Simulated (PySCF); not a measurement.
Propiolamide, C₃H₃NO.
Numbering: `[CH:1]#[C:2][C:3]([NH2:4])=[O:5]` (hydrogens: H6 on C1; H7, H8 on N4)

A PySCF run (density fitting, gas phase, GFN2-xTB geometry) gave HOMO -7.88 eV, LUMO -0.94 eV, dipole 3.96 D and E = -245.730 Eh.

**Question.** Which of these levels was it?
A. B3LYP/cc-pVTZ
B. OLYP/def2-SVPD
C. PBE0/pcSseg-1
D. B3LYP/def2-SVPD

**Answer.** C. It is PBE0/pcSseg-1. All candidates on this geometry:

```csv
level and settings,kind,basis functions,SCF cycles,E (Eh),HOMO (eV),LUMO (eV),dipole (D)
"OLYP/def2-SVPD, grid level 1, level shift 0.2 Eh",GGA,127,13,-245.8054,-6.20,-1.87,3.83
B3LYP/def2-SVPD,global hybrid,127,15,-245.8744,-7.70,-1.35,3.96
"B3LYP/cc-pVTZ, fitting basis def2-universal-jkfit, start guess huckel",global hybrid,192,14,-246.1332,-7.55,-1.14,3.85
PBE0/pcSseg-1,global hybrid,100,15,-245.7298,-7.88,-0.94,3.96
```

The nearest other candidate, by the summed differences of HOMO and LUMO, is B3LYP/cc-pVTZ: its HOMO differs by +0.33 eV and its LUMO by -0.20 eV. Cycle counts include a coarse-grid stage where the run had one.

Conformer computed: `[CH:1]#[C:2][C:3]([NH2:4])=[O:5]`: H–N4–C3–C2 180°, H–N4–C3–C2 0°.
